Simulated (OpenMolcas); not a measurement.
**CHF2N (SMILES N=C(F)F) at N12/ANO-XS-MB (DKH2, RICD fitting, C-PCM chloroform, population LoProp)**

Aim: the vertical ionisation energy of CHF2N at N12/ANO-XS-MB (DKH2, RICD fitting, C-PCM chloroform, population LoProp), from 2 runs. 

Program for the calculation: OpenMolcas 26.06.

10 further runs of the same task are left out: 2 that didn't finish, 8 set aside as unsound or not needed.

## Step 1: The molecule

CHF2N: 5 atoms, total charge 0, spin state singlet. As SMILES, `N=C(F)F`. Geometry: relaxed at GFN2-xTB.

Bond lengths: N1–C2 1.225 Å, C2–F3 1.306 Å, C2–F4 1.338 Å, N1–H5 1.010 Å. Angles: N1–C2–F3 123.5°, N1–C2–F4 128.7°, F3–C2–F4 107.8°, C2–N1–H5 117.9°.

## Step 2: Energy and one-electron properties at N12/ANO-XS-MB (DKH2, RICD fitting, C-PCM chloroform, population LoProp)

File job.input:

```
&GATEWAY
 Coord
 5
 angstrom
 N        0.097160       0.958450       0.084410
 C        0.095300      -0.264940       0.155700
 F        0.707370      -0.932480       1.096540
 F       -0.493900      -1.148890      -0.657270
 H       -0.405920       1.387850      -0.679380
 Basis=ANO-XS-MB
 Group=NoSym
 RICD
 RF-Input
 PCM-Model
 Solvent=chloroform
 Conductor
 End of RF-Input

&SEWARD
 Relativistic=R02E00

&SCF
 KSDFT=2
 1.0 GGA_X_N12
 1.0 GGA_C_N12
 PrOrbitals=1

&LOPROP
 NoField

&LOCALISATION
 Pipek-Mezey
```

Started as:

```bash
$ export MOLCAS_MEM=1860
$ pymolcas job.input > job.log
```

What it wrote:

```text
--- Start Module: gateway ---
[...]
--- Stop Module: gateway /rc=_RC_ALL_IS_WELL_ ---
[...]
      Basis functions           21
[...]
       Convergence after  12 Iterations
[...]
::    Total KS-DFT energy                            -292.8186707983
[...]
      Total spin, S                                     0.0000000000
[...]
      Total electronic charge=   32.000000
      Total            charge=   -0.000000
[...]
      Dipole Moment (debye):
      Origin of the operator (angstrom)=    0.0946   -0.4292    0.1648
                   X= -1.0632E+00               Y=  2.2715E+00               Z= -1.6977E+00           Total=  3.0285E+00
      Quadrupole Moment (debye*angstrom):
[...]
--- Start Module: loprop ---
[...]
--- Stop Module: loprop /rc=_RC_ALL_IS_WELL_ ---
--- Start Module: localisation ---
[...]
--- Stop Module: localisation /rc=_RC_ALL_IS_WELL_ ---
[...]
```

It took 3.9 s on 1 thread of Arm Neoverse V2, shared host; peak memory 0.22 GiB.

Atomic charges (e):

```tsv
atom	Mulliken	program's own
N1	-0.322	-0.208
C2	+0.683	+0.458
F3	-0.377	-0.261
F4	-0.381	-0.283
H5	+0.397	+0.294
```

## Step 3: The doublet cation, same level

Edit job.input of step 2 so:

```diff
@@ -9,4 +9,4 @@
  H       -0.405920       1.387850      -0.679380
- Basis=ANO-XS-MB
- Group=NoSym
+ Basis = ANO-XS-MB
+ Group = NoSym
  RICD
@@ -19,9 +19,12 @@
 &SEWARD
- Relativistic=R02E00
+ Relativistic = R02E00
 
 &SCF
- KSDFT=2
+ UHF
+ Charge = 1
+ Spin = 2
+ KSDFT = 2
  1.0 GGA_X_N12
  1.0 GGA_C_N12
- PrOrbitals=1
+ PrOrbitals = 1
 
@@ -29,4 +32 @@
  NoField
-
-&LOCALISATION
- Pipek-Mezey
```

Started as:

```bash
$ export MOLCAS_MEM=1860
$ pymolcas job.input > job.log
```

What it wrote:

```text
--- Start Module: gateway ---
[...]
--- Stop Module: gateway /rc=_RC_ALL_IS_WELL_ ---
[...]
      Basis functions           21
[...]
--- Start Module: scf ---
[...]
       Convergence after  18 Iterations
[...]
::    Total KS-DFT energy                            -292.3825340287
[...]
      Total spin, S                                     0.5082321341
[...]
      Total electronic charge=   31.000000
      Total            charge=    1.000000
[...]
      Dipole Moment (debye):
      Origin of the operator (angstrom)=    0.0946   -0.4292    0.1648
                   X= -1.1164E+00               Y=  5.8263E+00               Z= -1.9889E+00           Total=  6.2568E+00
      Center of Charge (angstrom)
[...]
--- Stop Module: scf /rc=_RC_ALL_IS_WELL_ ---
[...]
--- Start Module: loprop ---
[...]
--- Stop Module: loprop /rc=_RC_ALL_IS_WELL_ ---
[...]
```

Run time: 5.7 s. Hardware: 1 thread of Arm Neoverse V2, shared host; peak memory 0.22 GiB.

Atomic charges (e):

```tsv
atom	Mulliken	program's own
N1	-0.029	+0.169
C2	+0.961	+0.687
F3	-0.268	-0.150
F4	-0.243	-0.136
H5	+0.579	+0.430
```

## Step 4: Results

At N12/ANO-XS-MB (DKH2, RICD fitting, C-PCM chloroform, population LoProp):

| quantity | value |
| --- | --- |
| singlet CHF2N: total energy | -292.81867 Eh |
| singlet CHF2N: dipole moment | 3.03 D |
| singlet CHF2N: HOMO energy | -9.26 eV |
| singlet CHF2N: LUMO energy | -3.45 eV |
| singlet CHF2N: HOMO–LUMO gap | 5.81 eV |
| doublet cation: total energy | -292.38253 Eh |
| doublet cation: HOMO energy (highest over α and β) | -15.56 eV |
| doublet cation: LUMO energy (lowest over α and β) | -14.15 eV |
| doublet cation: ⟨S²⟩ | 0.767 |
| vertical ionisation energy (to the doublet cation) | 11.868 eV |

In words: This program's gradients are faulty for this kind of reference, so any forces in the log (doublet cation) can't be trusted; the energy can. The vertical ionisation energy comes to 11.87 eV (274 kcal/mol). The continuum is in equilibrium with both charges, so this lies below a true vertical value in solution, where the slow polarisation stays frozen. The negative HOMO energy of the first species, 9.26 eV, lies 2.61 eV below that difference. In a minimal basis such a difference can be off by several eV, whatever the method. Mulliken charges (singlet CHF2N) run from -0.38 on F4 to +0.68 on C2.
